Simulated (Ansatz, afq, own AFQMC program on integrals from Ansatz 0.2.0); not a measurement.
AFQMC on a folder of integrals that Ansatz 0.2.0 wrote.

```yaml
crystal:
  periodic: [false, false, false]
  atoms:
    - {symbol: Si, position_ang: [0.000000, -0.035961, 1.165412]}
    - {symbol: Al, position_ang: [0.000000, -0.011793, -1.224879]}
    - {symbol: H, position_ang: [0.000000, 1.317723, 0.315431]}
basis:
  gaussian: {orbitals: cc-pVDZ}
total_charge: 1
magnetization: {spin_polarized: true, initial_magnetization: 1}
correlation: {method: ccsd_t, electrons: outside_noble_gas, hamiltonian_folder: ham}
```

```sh
$ ansatz run in.yaml --threads 1 --pin off --events-out ev --progress --plain --max-ram 24576MiB --backend cuda --devices 0, --max-vram 18GiB
```

Options of the walk:

```
--method phaseless --trial cisd --walkers 4000 --populations 20 --least-time 60 --time-step 0.005 --steps-per-block 50 --equilibration-blocks 28 --max-blocks 4000 --target-error 0.00016 --factor-cut 1e-05 --start spin_pure --seed 5169 --release-times 0.24,0.51,0.99,1.62,2.4 --release-step 0.03 --release-every 3 --taylor-order 6
```

Times are imaginary, in 1/Eh. The walk had a cap of 122 s. With eight or more populations the least sampling time is a fifth of least-time, and the error comes from their spread.

```
orbitals 31  electrons 4 3  factors 228 of 411
reference energy -531.09147251 Eh
CCSD correlation -0.14355429 Eh in 15 cycles, weight of the determinant in the CISD state 0.7803
energy of the start -531.223059 Eh
 block  time / (1/Eh)  mean weight  energy / Eh
     1     0.250  0.9997  -531.226269
     2     0.500  1.0000  -531.229232
     3     0.750  0.9999  -531.231715
     4     1.000  1.0000  -531.234031
     5     1.250  1.0000  -531.235742
     8     2.000  1.0002  -531.239320
    11     2.750  0.9999  -531.241110
    14     3.500  1.0000  -531.242262
    17     4.250  0.9998  -531.242869
    20     5.000  0.9999  -531.242652
    23     5.750  1.0000  -531.244061
    26     6.500  1.0000  -531.243366
    29     7.250  1.0000  -531.243918
    32     8.000  1.0001  -531.243791
    35     8.750  0.9999  -531.243713
    38     9.500  1.0001  -531.243896
    40    10.000  0.9995  -531.244710
    41    10.250  0.9999  -531.243568
    44    11.000  1.0001  -531.244050
    47    11.750  0.9997  -531.243546
    50    12.500  1.0000  -531.242956
    53    13.250  1.0002  -531.243206
    56    14.000  0.9999  -531.243331
    58    14.500  1.0000  -531.242448
    59    14.750  1.0000  -531.242908
    62    15.500  1.0001  -531.243140
    65    16.250  1.0000  -531.243620
    68    17.000  0.9999  -531.243682
    71    17.750  1.0000  -531.243717
    74    18.500  1.0001  -531.243784
    77    19.250  1.0001  -531.243088
    78    19.500  1.0000  -531.243254
error from the spread of 20 populations
released: time / (1/Eh)  energy / Eh  error  mean overlap
  0.24  -531.243719  0.000147  1.0011
  0.51  -531.243994  0.000120  1.0004
  0.99  -531.244317  0.000120  0.9966
  1.62  -531.244939  0.000223  0.9932
  2.40  -531.244627  0.000141  0.9952
energy -531.243588 +/- 0.000136 Eh
(rows thinned)
```

(1) Estimate how long the walk took on 1 × NVIDIA H100 80GB HBM3 with 2 threads of AMD EPYC 7R13 Processor (Zen 3), with other jobs on the host (the card was shared).

The run passed its tests (sampling time, drift between the halves within three errors, error under three times the target), which doesn't prove that it has relaxed.

Against this walk (error 3.7 meV) on the same determinant: CCSD(T) 39.0 meV higher, CCSDT(Q) 33.8 meV lower, CCSDTQ 33.5 meV lower, full CI 33.9 meV lower. The error is statistical and leaves out the bias of the constraint. The determinant has ⟨S²⟩ = 1.11, so the low cluster orders mix in higher spin, while the walk starts as a pure doublet. Released to 2.40 1/Eh the energy lies 28 ± 5 meV (both errors) below the phaseless value, which shows part or all of the bias of the constraint, and full CI lies 5.7 meV below the released value. Full CI is exact here, so the walk's 34 meV above it is the walk's own error: the bias of the constraint with this trial. The determinant is a poor start (see the cautions), so the low cluster orders aren't to be relied on, and full CI is the sure value.

Cautions: constraint bias not in the error; the search met a lower determinant of the same kind, perhaps of another symmetry (130 meV lower); strong correlation (T1 0.081, weight of the determinant 0.78, largest double 0.12); unrestricted determinant spin contaminated (⟨S²⟩ 1.11 against 0.75).

## Answers

(1) 26 s of wall time.

CCSDT and higher add their correlation energy to the determinant of the CCSD(T) run, since their own runs factorise the integrals more tightly (a shift of under 2 meV). A walk keeps the symmetry of its determinant, which the program's search chose and which needn't be the lowest solution, so a lower state of the same spin and another symmetry isn't excluded.
